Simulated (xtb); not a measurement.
C$_{3}$H$_{9}$N, charge +3, doublet, at a GFN2-xTB geometry of the parent state (a state made from the parent by changing its charge; the spin is typed, not shown lowest); GFN2-xTB in xtb.

Input for xtb:
```
$ xtb mol.xyz --gfn 2 --chrg 3 --uhf 1 --json

# file mol.xyz
13

C     -0.35994749     1.33972464     0.25749879
N     -0.00000000     0.00000000    -0.00000000
C      1.30503589    -0.44877053     0.29362609
C     -0.94508840    -0.89095411    -0.55112489
H      0.29490710     2.03132563    -0.28835847
H     -0.22048513     1.58398674     1.31862692
H     -1.39421123     1.53282426    -0.02045677
H      1.79431965    -0.84151593    -0.60718414
H      1.27892742    -1.28885482     0.99980125
H      1.91441449     0.35017434     0.71146941
H     -1.31613840    -0.51880136    -1.51493547
H     -0.52020326    -1.88299860    -0.69101265
H     -1.83153063    -0.96614026     0.09204992
```

It wrote (shortened):

```
   ID    Z sym.   atoms
    1    6 C      1, 3, 4
    2    7 N      2
    3    1 H      5-13

           -------------------------------------------------
          |                Calculation Setup                |
           -------------------------------------------------

           -------------------------------------------------
          |                 G F N 2 - x T B                 |
           -------------------------------------------------

          ...................................................
          :                      SETUP                      :
          :.................................................:
          :  # basis functions                  25          :
          :  # atomic orbitals                  25          :
          :  # shells                           17          :
          :  # electrons                        23          :
          :  max. iterations                   250          :
          :  Hamiltonian                  GFN2-xTB          :
          :  restarted?                      false          :
          :  GBSA solvation                  false          :
          :  PC potential                    false          :
          :  electronic temp.          300.0000000     K    :
          :  accuracy                    1.0000000          :
          :  -> integral cutoff          0.2500000E+02      :
          :  -> integral neglect         0.1000000E-07      :
          :  -> SCF convergence          0.1000000E-05 Eh   :
          :  -> wf. convergence          0.1000000E-03 e    :
          :  Broyden damping             0.4000000          :
          :  net charge                          3          :
          :  unpaired electrons                  1          :
          ...................................................

 iter      E             dE          RMSdq      gap      omega  full diag
   1    -11.7970919 -0.117971E+02  0.510E+00    4.06       0.0  T
   2    -11.9734207 -0.176329E+00  0.207E+00    1.92       1.0  T
   3    -11.9859412 -0.125206E-01  0.981E-01    2.16       1.0  T
   4    -11.9862104 -0.269116E-03  0.136E-01    2.12       1.0  T
   5    -11.9862288 -0.184770E-04  0.961E-02    2.08       1.0  T
   6    -11.9862623 -0.334591E-04  0.760E-03    2.10       3.7  T
   7    -11.9862624 -0.799704E-07  0.441E-03    2.10       6.3  T
   8    -11.9862622  0.206082E-06  0.529E-03    2.10       5.2  T
   9    -11.9862626 -0.459865E-06  0.419E-04    2.10      66.3  T
[...]
         :: total energy             -11.793612272750 Eh    ::
[...]
    13   1 H        0.924     0.350     0.579     1.190

 Mol. C6AA /au·bohr⁶  :        644.972422
 Mol. C8AA /au·bohr⁸  :      14547.965087
 Mol. α(0) /au        :         37.523099

Wiberg/Mayer (AO) data.
largest (>0.10) Wiberg bond orders for each atom

 ---------------------------------------------------------------------------
     #   Z sym  total        # sym  WBO       # sym  WBO       # sym  WBO
 ---------------------------------------------------------------------------
     1   6 C    3.889 --     2 N    1.223     7 H    0.753     5 H    0.716
                             6 H    0.716     4 C    0.136     3 C    0.136
     2   7 N    3.872 --     4 C    1.223     1 C    1.223     3 C    1.223
     3   6 C    3.889 --     2 N    1.223    10 H    0.753     8 H    0.716
                             9 H    0.716     4 C    0.136     1 C    0.136
     4   6 C    3.889 --     2 N    1.223    12 H    0.753    11 H    0.716
                            13 H    0.716     1 C    0.136     3 C    0.136
     5   1 H    0.877 --     1 C    0.716
     6   1 H    0.877 --     1 C    0.716
     7   1 H    0.887 --     1 C    0.753
     8   1 H    0.877 --     3 C    0.716
     9   1 H    0.877 --     3 C    0.716
    10   1 H    0.887 --     3 C    0.753
    11   1 H    0.877 --     4 C    0.716
    12   1 H    0.887 --     4 C    0.753
    13   1 H    0.877 --     4 C    0.716
 ---------------------------------------------------------------------------

Topologies differ in total number of bonds
Writing topology from bond orders to xtbtopo.mol

molecular dipole:
                 x           y           z       tot (Debye)
 q only:       -0.000      -0.000      -0.000
   full:       -0.000      -0.000      -0.000       0.000
molecular quadrupole (traceless):
                xx          xy          yy          xz          yz          zz
 q only:        5.063      -1.556       5.506       5.588       4.851     -10.569
  q+dip:        4.740      -1.456       5.153       5.231       4.540      -9.893
   full:        4.741      -1.457       5.155       5.232       4.542      -9.896

           -------------------------------------------------
          | TOTAL ENERGY              -11.793612272750 Eh   |
          | GRADIENT NORM               0.124942342493 Eh/α |
          | HOMO-LUMO GAP               2.098614795090 eV   |
           -------------------------------------------------

normal termination of xtb
```
